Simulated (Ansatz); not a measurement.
Which YAML input does this script hand to the engine? (the Ansatz DFT code, driven from Python)

The cells in order, each with its output:

```python
from pathlib import Path
import json

import ansatz
import numpy as np
from rdkit import Chem
from rdkit.Chem import AllChem

# a force-field geometry from the SMILES
rd = Chem.AddHs(Chem.MolFromSmiles('CCNC=S'))
AllChem.EmbedMolecule(rd, randomSeed=433)
AllChem.UFFOptimizeMolecule(rd)
mol = ansatz.Crystal.molecule()
for atom, xyz in zip(rd.GetAtoms(), rd.GetConformer().GetPositions()):
    mol = mol.atom(atom.GetSymbol(), xyz.round(5).tolist())
```

```python
model = (
    mol.calculation()
    .basis(gaussian='STO-3G')
    .functional('LC-wPBE')
    .forces()
    .orbitals()
)
done = model.run(threads=1, pin='off', runs_dir='out')
r = done.report
```

    

```python
r['positions_ang']
```

    [[-1.666, -0.00193, -0.613], [-0.37448, -0.53773, -0.0042], [0.70039, 0.44561, -0.108],
     [2.00137, 0.14762, 0.402], [3.20711, 1.24531, 0.28787], [-1.98677, 0.91815, -0.07971],
     [-2.46661, -0.76595, -0.52219], [-1.51355, 0.23107, -1.68831], [-0.55024, -0.78164, 1.06582],
     [-0.07845, -1.46663, -0.53791], [0.52773, 1.375, -0.55576], [2.19949, -0.80889, 0.86884]]

```python
print(f'E = {r["free_energy_ev"]:.6f} eV = {r["free_energy_ev"] / 27.211386246:.7f} Ha')
print('converged:', r['converged'], ' doubts:', r['published_state_doubts'] or 'none')
```

    E = -15365.162631 eV = -564.6593118 Ha
    converged: True  doubts: none

```python
symbols = [site.symbol for site in mol.cartesian_sites]
print('forces (eV/A)')
for symbol, f in zip(symbols, r['forces_ev_ang']):
    print(f'  {symbol:2s} {f[0]:9.4f} {f[1]:9.4f} {f[2]:9.4f}')
```

    forces (eV/A)
      C    -0.8890    0.3421   -0.4073
      C    -0.2624   -0.6093    0.1828
      N     1.7233   -0.7057    0.8084
      C     0.7234    3.5662   -1.3103
      S    -0.8788   -0.9050    0.1280
      H     0.1057   -0.4808   -0.3564
      H     0.3900    0.4688   -0.0855
      H    -0.1691   -0.0816    0.5777
      H     0.0617   -0.1183   -0.2688
      H    -0.0948    0.1090    0.2632
      H     0.2167   -0.5567    0.3015
      H    -0.9269   -1.0289    0.1668

```python
charges = r['charge_distribution']
print('dipole moment', round(4.803205 * float(np.linalg.norm(charges['dipole_moment_e_ang'])), 3), 'D')
print('Mulliken:', [(s, round(q, 3)) for s, q in zip(symbols, charges['mulliken_charges_e'])])
```

    dipole moment 3.095 D
    Mulliken: [('C', -0.228), ('C', -0.056), ('N', -0.289), ('C', -0.116), ('S', -0.033), ('H', 0.083), ('H', 0.087), ('H', 0.083), ('H', 0.085), ('H', 0.085), ('H', 0.21), ('H', 0.09)]

```python
lines = Path(r['orbitals_path']).read_text().splitlines()
field_of = lambda key: [line.split('=')[1].strip() for line in lines if line.startswith(key)]
orbitals = [(27.211386 * float(e), s, float(n)) for e, s, n in zip(field_of('Ene='), field_of('Spin='), field_of('Occup='))]
homo = max(e for e, _, n in orbitals if n > 0.5)
lumo = min(e for e, _, n in orbitals if n < 0.5)
for e, spin, n in sorted(orbitals):
    if homo - 10 < e < lumo + 5:
        print(f'{spin:6s} {e:10.3f} eV  occupation {n:.0f}')
with open('c3h7ns.json', 'w') as handle:
    json.dump({k: r[k] for k in ('free_energy_ev', 'reference_energy_ev', 'n_occupied', 'n_virtual')}, handle, indent=1)
```

    Alpha     -14.459 eV  occupation 2
    Alpha     -13.002 eV  occupation 2
    Alpha     -12.612 eV  occupation 2
    Alpha     -12.478 eV  occupation 2
    Alpha     -10.103 eV  occupation 2
    Alpha      -9.983 eV  occupation 2
    Alpha      -5.811 eV  occupation 2
    Alpha      -5.187 eV  occupation 2
    Alpha       5.010 eV  occupation 0

`input.yaml`:
```yaml
crystal:
  periodic: [false, false, false]
  atoms:
    - { symbol: C, position_ang: [-1.666, -0.00193, -0.613] }
    - { symbol: C, position_ang: [-0.37448, -0.53773, -0.0042] }
    - { symbol: "N", position_ang: [0.70039, 0.44561, -0.108] }
    - { symbol: C, position_ang: [2.00137, 0.14762, 0.402] }
    - { symbol: S, position_ang: [3.20711, 1.24531, 0.28787] }
    - { symbol: H, position_ang: [-1.98677, 0.91815, -0.07971] }
    - { symbol: H, position_ang: [-2.46661, -0.76595, -0.52219] }
    - { symbol: H, position_ang: [-1.51355, 0.23107, -1.68831] }
    - { symbol: H, position_ang: [-0.55024, -0.78164, 1.06582] }
    - { symbol: H, position_ang: [-0.07845, -1.46663, -0.53791] }
    - { symbol: H, position_ang: [0.52773, 1.375, -0.55576] }
    - { symbol: H, position_ang: [2.19949, -0.80889, 0.86884] }
basis:
  gaussian:
    orbitals: STO-3G
hamiltonian:
  xc: lc_wpbe
output:
  orbitals: {}
  forces: true
```

The settings weren't tested for convergence. The geometry is a force-field or estimated start, not a minimum of this method, and the basis set is short of its limit. Alpha marks a spatial orbital of a restricted run, filled by both spins. Levels such as HOMO and LUMO are orbital energies: with these approximate functionals they aren't the ionisation energy and electron affinity, and their gap isn't the fundamental gap. Hardware and time: 3 s on 1 thread of Arm Neoverse V1 (shared host), peak memory 0.21 GiB.

(Lines on the test bed's own set-up are left out of the output.)
